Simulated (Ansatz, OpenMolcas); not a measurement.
# A ladder of methods for C2H6Si (SMILES CC[SiH])

C2H6Si: 9 atoms, total charge 0, spin state singlet. SMILES: `CC[SiH]`. Geometry: relaxed at PBE0-D4/def2-TZVP. This is one conformer, not always the lowest.

```tsv
atom	x (Å)	y (Å)	z (Å)
C	-0.5936	0.4956	-0.5627
C	0.4234	-0.5638	-0.1589
Si	1.4751	-0.3587	1.3987
H	-1.2089	0.1731	-1.4077
H	-0.0980	1.4230	-0.8605
H	-1.2584	0.7363	0.2695
H	1.0510	-0.8648	-1.0043
H	-0.1030	-1.4977	0.1334
H	0.4011	0.4106	2.1753
```

Each level gives the energy change with the C2–Si3 bond stretched from 1.891 to 2.458 Å (eV). The values are calculated.

```tsv
level	kind	program	value (eV)	CPU time (all runs)
HF/cc-pVDZ (restricted)	Hartree–Fock	Ansatz	1.18	3.9 s
SVWN5/cc-pVDZ (restricted)	LDA	OpenMolcas	1.15	40 s
TPSS/cc-pVDZ (restricted)	meta-GGA	OpenMolcas	0.96	88 s
BHLYP/cc-pVDZ (restricted)	global hybrid	Ansatz	1.16	12 s
PBE0/cc-pVDZ (restricted)	global hybrid	Ansatz	1.12	11 s
r2SCAN0/cc-pVDZ (restricted)	hybrid meta-GGA	Ansatz	1.18	22 s
CAM-B3LYP/cc-pVDZ (restricted)	range-separated hybrid	Ansatz	1.15	13 s
RPA@PBE0/cc-pVDZ (restricted)	RPA	Ansatz	0.98	21 s
MP2/cc-pVDZ (restricted)	perturbation theory	Ansatz	1.09	4.7 s
CCSD/cc-pVDZ (restricted)	coupled cluster or CI	Ansatz	1.02	16 s
```

The first shape isn't each level's own minimum. The values span 0.96 to 1.18 eV. Times are those of the runs behind each value, whatever else they computed, on shared processors of several kinds: orders of magnitude only.
